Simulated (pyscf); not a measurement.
Thermochemistry of product channels of H₃C–OH₂⁺ on the singlet surface, in eV, from ωB97M-D3(BJ)/def2-TZVP energies (ideal gas, 1 atm, RRHO with modes under 100 cm⁻¹ raised to 100, one conformer, R ln 2 for rigid chiral ones). Single points on ωB97X-D3(BJ)/def2-SVP structures (PySCF, gas phase).

| products | ΔE | ΔH(298 K) | ΔG(298 K) | ΔG(600 K) |
|---|---|---|---|---|
| CH₃⁺ + water (H₂O) | ? | +2.99 | +2.58 | +2.16 |
| H₂C=OH⁺ + hydrogen (H₂) | ? | +1.38 | +1.03 | +0.65 |

**Question.** What belongs in the gaps?

**Answer.** 
- CH₃⁺ + water (H₂O), ΔE: +3.22
- H₂C=OH⁺ + hydrogen (H₂), ΔE: +1.68

The channel to H₂C=OH⁺ + H₂ turns favourable between 298 and 1200 K (ΔG from +1.03 eV to -0.10 eV).

These are energies of the channels, which say nothing of barriers.
